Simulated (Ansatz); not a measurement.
# H₂Ge–N, quartet: reading a ladder of total energies

Geometry: a PBE0/def2-TZVP stationary point for this spin, not checked as a minimum.

```xyz
4

Ge   -0.0346    0.0000    0.2958
N     0.0724    0.0000   -1.6458
H     0.7424   -1.2582    0.7751
H     0.7424    1.2582    0.7751
```

Basis cc-pVTZ; Ansatz 0.2.0. Correlated methods freeze the noble-gas cores and the filled d shells of p-block atoms, which leaves 11 electrons in 86 orbitals. Prefix R: restricted or restricted open-shell reference; prefix U: unrestricted. No spin–orbit coupling is included, and no scalar relativity.

Full CI isn't at hand for all of this; UCCSDT(Q) serves as the reference, and is uncertain by about the last step of the cluster series.

Runs differ by some tens of microhartree through their thresholds and, for an open shell, their frozen cores, so steps under 0.03 kcal/mol mean nothing.

```
    level  total energy (hartree)
      UHF            -2130.932968
     UMP2            -2131.156239
    UCCSD            -2131.192135
 UCCSD(T)            -2131.200674
   UCCSDT            -2131.202042
UCCSDT(Q)            -2131.202427
```

What is the correlation energy at UCCSDT(Q), and what share of it do UMP2 and UCCSDT recover?

E(corr) = -2131.202427 − (-2130.932968) = -0.269459 hartree = -7.332 eV. UMP2: -0.223271 / -0.269459 = 82.86 %. UCCSDT: -0.269074 / -0.269459 = 99.86 %.

By how many kcal/mol does UCCSD(T) miss UCCSDT(Q) (1 hartree = 627.509 kcal/mol), and which steps make up the rest?

-2131.200674 − (-2131.202427) = 0.001753 hartree = 1.10 kcal/mol. Steps: UCCSDT − UCCSD(T) = -0.86, UCCSDT(Q) − UCCSDT = -0.24 kcal/mol. Differences between like states or geometries often cancel part of this.
